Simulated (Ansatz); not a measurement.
# Ligand exchange: CHFO + NaOH → CH2O2 + NaF

Species: CHFO (formyl fluoride) `O=CF`, singlet; NaOH `[OH][Na]`, singlet; CH2O2 `O=CO`, singlet; NaF, singlet. The partners trade F for OH: C–F and Na–OH bonds give way to C–OH and Na–F.

Shapes, held fixed at every level: PBE0-D4/def2-TZVP. Flexible molecules stand in one conformer, not always the lowest. Programs: Ansatz 0.2.0. The zero-point and thermal change to 298 K, harmonic and unscaled (PBE0-D4/def2-TZVP), is +5.3 kJ/mol.

Task: Estimate ΔH(298 K) of this reaction.

Result: The highest level, CCSD(T)/def2-TZVPP, gives ΔH(298 K) = -96.5 kJ/mol; the levels span -110.7 to -96.5. The column of differences is taken from that level and isn't an error. No measured value is set beside it here. Correlated rows may include outer-core shells of Na, which these sets cover unevenly.

```
               level                    kind  ΔH(298 K) (kJ/mol)  less CCSD(T)/def2-TZVPP
         HF/def2-SVP            Hartree–Fock              -110.7                    -14.2
       HF/def2-TZVPP            Hartree–Fock              -103.3                     -6.8
    SPW92/def2-TZVPP                     LDA              -104.1                     -7.6
r2SCAN-D4/def2-TZVPP                meta-GGA              -101.1                     -4.6
  PBE0-D4/def2-TZVPP           global hybrid              -105.0                     -8.5
  wB97M-V/def2-TZVPP  range-separated hybrid               -99.6                     -3.1
      MP2/def2-TZVPP     perturbation theory               -97.4                     -0.9
  CCSD(T)/def2-TZVPP   coupled cluster or CI               -96.5                      0.0
```
